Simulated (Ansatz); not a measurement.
The cluster Li2H2⁺, relaxed as a quartet with UKS PBE-D4/def2-TZVP in Ansatz, starting from the PBE-D4/def2-TZVP geometry of the charge +1 doublet. Force threshold 0.02 eV/Å.

The gap within one spin of the charge 1 quartet nearly closes, so an electron or hole may be smeared out by delocalisation error. In the quartet geometry the species has come apart into loosely held pieces. At PBE-D4/def2-TZVP a doublet of charge 1 lies 4.51 eV below the quartet, each at its own geometry. The structure comes from a short search, and lower isomers may exist.

Start:

```tsv
atom	x (Å)	y (Å)	z (Å)
Li1	0.816	-1.147	0.820
Li2	-0.806	1.149	-0.828
H3	-0.017	-0.381	-0.514
H4	0.007	0.380	0.522
```

| step | energy (eV) | largest force component (eV/Å) | SCF passes |
| --- | --- | --- | --- |
| 1 | -424.6525 | 4.664 | 32 |
| 2 | -426.2258 | 2.103 | 26 |
| 3 | -427.1953 | 1.119 | 25 |
| 4 | -427.8620 | 0.581 | 25 |
| 5 | -428.1792 | 0.271 | 53 |
| 6 | -428.3253 | 0.153 | 29 |
| 7 | -428.3975 | 0.088 | 25 |
| 8 | -428.4349 | 0.048 | 24 |
| 9 | -428.4462 | 0.069 | 23 |
| 10 | -428.4591 | 0.020 | 21 |
| 11 | -428.4625 | 0.007 | 20 |
| 12 | -428.4648 | 0.005 | 22 |
| 13 | -428.4665 | 0.004 | 21 |
| 14 | -428.4688 | 0.006 | 20 |

Force components are those of the run's own axes.

End:

```csv
atom,x (Å),y (Å),z (Å)
Li1,1.858,-2.629,1.887
Li2,-1.857,2.630,-1.887
H3,-0.031,-0.946,-1.287
H4,0.030,0.945,1.287
```

Bonds lost: Li1–H3, Li1–H4, Li2–H3, Li2–H4 (atoms count from 1). The end holds 4 separate pieces.

The force fell under the threshold at step 11, but the optimiser went on and released 0.006 eV more. No frequencies were taken in this run, so the end may be a saddle point.

Run time 4.4 s (4 threads of Arm Neoverse V1 on a shared host).
